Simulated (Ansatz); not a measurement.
System: antifluorite Mg2Ge. Method: BLYP (Ansatz, a quantum-chemistry and plane-wave program, PAW).

Settings: plane-wave cutoff 520 eV, 10×10×10 k mesh, scalar-relativistic PAW data made under PBE.

Cell (relaxed at this level):

```xyz
3
Lattice="0.0000 3.2359 3.2359 3.2359 0.0000 3.2359 3.2359 3.2359 0.0000" Properties=species:S:1:pos:R:3 pbc="T T T"
Mg     1.6179     1.6179     1.6179
Mg     4.8538     4.8538     4.8538
Ge     0.0000     0.0000     0.0000
```

**Question.** Estimate the elastic constant C12, elastic constant C44, Young modulus, Voigt–Reuss–Hill bulk modulus, Poisson ratio and elastic constant C11 that the calculation returns.

**Answer.** 
- elastic constant C12: 16.9 GPa
- elastic constant C44: 39.1 GPa
- Young modulus: 93.7 GPa
- Voigt–Reuss–Hill bulk modulus: 45.4 GPa
- Poisson ratio: 0.156
- elastic constant C11: 102 GPa

Elastic constants are with the ions relaxed.

Static lattice: no zero-point or thermal effects.

It cost roughly 3 core-minutes of CPU time.
